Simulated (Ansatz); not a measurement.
# doublet HSO: levels of theory in one basis

```xyz
3

H     0.0000    0.2792   -1.2195
S     0.0000   -0.6413   -0.0420
O     0.0000    0.3622    1.2615
```

Basis set: def2-SVP (spherical functions). Left uncorrelated: 6 orbitals. Correlation on ROHF uses semicanonical orbitals with singles. Charge 0, multiplicity 2.

Computed with Ansatz (development build ahead of 0.2.0); each method stands on the lowest determinant of its kind that the runs found.

```
      method  E − E(ROHF) (eV)  <S²> of the determinant
        ROHF              0.00                     0.75
         UHF             -0.17                     0.77
    ROHF-MP2             -7.97                        –
     UHF-MP2             -7.98                     0.77
ROHF-CCSD(T)             -9.23                        –
 UHF-CCSD(T)             -9.24                     0.77
```
